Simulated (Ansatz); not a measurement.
# HAlB, doublet: the ladder up to full CI

Geometry: a point of a breathe scan, not a stationary point.

| atom | x (Å) | y (Å) | z (Å) |
| --- | --- | --- | --- |
| B | 0.0000 | -0.2404 | 2.6256 |
| Al | 0.0000 | 0.1677 | -0.9480 |
| H | 0.0000 | -1.9098 | -2.7853 |

Basis 6-31G; Ansatz 0.2.0. Correlated methods freeze the noble-gas cores, which leaves 7 electrons in 18 orbitals. R marks a restricted (for open shells ROHF) determinant, U an unrestricted one. Active spaces: valence = (7e, 9o) chosen from the atoms' valence shells; pair = (3e, 3o) about the gap.

Full CI is exact within this basis and frozen core; it isn't the basis-set limit. The frozen core follows each run's orbitals, which can shift R against U totals by a few meV.

Unrestricted rows (U) aren't spin-pure: their determinants' ⟨S²⟩ exceeds S(S+1) by up to 0.64, so they mix in states of higher spin. For open shells CISD and CISDTQ are restricted-active-space CI with the open shells as a complete middle space.

```
UHF ⟨S²⟩                            : 1.391
⟨S²⟩ of the determinant under UCCSD : 1.365
T1 diagnostic (RCCSD)               : 0.0419
largest doubles amplitude (RCCSD)   : 0.163
T1 diagnostic (UCCSD)               : 0.1121
```

| level | E − E(RHF) (eV) |
| --- | --- |
| UHF | -0.3773 |
| RMP2 | -1.7249 |
| UMP2 | -1.6413 |
| RCCSD | -3.0327 |
| UCCSD | -3.0267 |
| RCCSD(T) | -3.0748 |
| UCCSD(T) | -3.0697 |

Problem. Estimate how far full CI in 6-31G lies from RCCSD(T). The table doesn't fix it; the size of (T) and the diagnostics are the guide.

Solution. Full CI in 6-31G lies 0.80 kcal/mol below RCCSD(T), which is 82 % of the (T) step (-0.97 kcal/mol). T1 is raised, a doubles amplitude is large, and the rest is a large part of (T).

The other levels:

| level | E − E(full CI) (kcal/mol) | share of correlation (%) | wall time |
| --- | --- | --- | --- |
| CISD | 8.77 | 87.76 | 0.6 s |
| BCCD(T) | 0.84 | 98.83 | 2.6 s |
| RCCSDT | 0.15 | 99.79 | – |
| UCCSDT | 0.16 | 99.78 | – |
| CISDTQ | 0.49 | 99.32 | 6 s |
| RCCSDT(Q) | 0.06 | 99.92 | 4.8 s |
| UCCSDT(Q) | 0.07 | 99.90 | 10 s |
| RCCSDTQ | 0.00 | 99.99 | 52 s |
| UCCSDTQ | 0.01 | 99.99 | 57 s |
| CASSCF (pair space) | 48.77 | 31.98 | – |
| NEVPT2 (pair space) | 21.76 | 69.65 | 0.78 s |
| CASSCF (valence space) | 11.17 | 84.43 | – |
| NEVPT2 (valence space) | 4.42 | 93.84 | 3.5 s |
| MRCISD (valence space) | 0.49 | 99.31 | – |
| MRCISD+Q (valence space) | 0.32 | 99.56 | 4.8 s |

The correlation energy at full CI, counted from RHF, is -3.109 eV. That run took 35 s on 1 thread of Arm Neoverse V1, shared host over 1,249,920 determinants.

Times hold each run's SCF and search for its determinant on a shared host, so for small cases they say little of a method's own cost; they ran on 1 thread of Arm Neoverse V1.

The full-CI state has the irrep A' of Cs, in the program's axes.

Natural occupations of full CI about the gap: 1.911 1.883 1.783 0.982 0.193 0.066 0.058 0.053 0.042 0.008; effectively unpaired electrons, Σ n²(2−n)², 1.40.
